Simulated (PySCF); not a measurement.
## Potential energy of AlH⁺ along the bond

Set-up: PySCF, no relativity, basis sets Al def2-TZVPPD, H def2-TZVPPD. Energies in eV from Al⁺ + H in their ground configurations at the same level. State: ²Σ⁺ (doublet), unpaired electrons σ ↑.

```tsv
R (Å)	UHF-SCS-MP2	UHF-CCSD(T)	UHF-MP2
1.396	-0.5078		-0.5056
1.461	-0.6878	-0.6845	-0.6858
1.526	-0.7781	-0.7892	-0.7762
1.574	-0.8003	-0.8240	-0.7985
1.623	-0.7919	-0.8301	-0.7905
1.672	-0.7595	-0.8139	-0.7587
1.737	-0.6889	-0.7673	-0.6895
1.818	-0.5741	-0.6836	-0.5777
1.915	-0.4280	-0.5675	-0.4360
2.045	-0.2651		-0.2780
```

Question: Put a parabola through the three lowest points of the UHF-SCS-MP2 curve and estimate Re, k and ωe (reduced mass 0.9715 u; 1 eV/Å² = 0.16022 mdyn/Å; ωe = 1302.8·√(k/μ) cm⁻¹).

Answer: Through R = 1.526, 1.574, 1.623 Å the second-order coefficient is 6.54 eV/Å², so Re ≈ 1.585 Å, k ≈ 2.09 mdyn/Å and ωe ≈ 1913 cm⁻¹. A polynomial fit of higher order to the unrounded UHF-SCS-MP2 energies gives Re = 1.584 Å, k = 1.97 mdyn/Å, ωe = 1857 cm⁻¹; anharmonicity and rounding make the difference.

The higher-order fit for each curve: UHF-SCS-MP2: Re = 1.584 Å, ωe = 1857 cm⁻¹, De = 0.80 eV; UHF-CCSD(T): Re = 1.610 Å, ωe = 1675 cm⁻¹, De = 0.83 eV; UHF-MP2: Re = 1.584 Å, ωe = 1849 cm⁻¹, De = 0.80 eV.

Correlated steps freeze 5 core orbitals. For an ion De counts to the pair picked by the measured ionisation energies or electron affinities, which need not be the lowest pair at this level. The state is the lowest determinant that a PBE0 search found; another state may lie lower at other levels.
